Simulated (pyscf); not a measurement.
HO–Si:–Cl [singlet] + hydrogen chloride (HCl) → O=Si(Cl)–Cl + hydrogen (H₂) (concerted two-bond exchange; singlet surface; H–O, Cl–H broken, Cl–Si, H–H formed). Structures and frequencies: ωB97X-D3(BJ)/def2-SVP in PySCF. Energies in kcal/mol from the separated reactants.

| level | barrier | reaction energy |
|---|---|---|
| ωB97X-D3(BJ)/def2-TZVP | 71.2 | -7.4 |
| PBE/def2-TZVP | 50.3 | -5.6 |
| B3LYP-D3(BJ)/def2-TZVP | 60.5 | -4.4 |
| PBE0-D3(BJ)/def2-TZVP | 60.3 | -3.8 |
| ωB97M-D3(BJ)/def2-TZVP | ___ | ___ |
| HF/def2-TZVP | ___ | +3.4 |

Task: Complete the blanks.

Result: 
- ωB97M-D3(BJ)/def2-TZVP, barrier: 72.8
- ωB97M-D3(BJ)/def2-TZVP, reaction energy: -1.3
- HF/def2-TZVP, barrier: 108.8

The functionals in the table span 22.5 kcal/mol in this barrier, from PBE to ωB97M-D3(BJ)/def2-TZVP. The same reactants have a lower exit, to Cl–Si:–Cl [singlet] + H₂O (barrier +8.7 kcal/mol at ωB97M-D3(BJ)/def2-TZVP, against +72.8 kcal/mol here). This is the saddle that the search found; another between the same sides may lie lower. One closed-shell reference is unstable to symmetry breaking; treat the single-reference values with care.
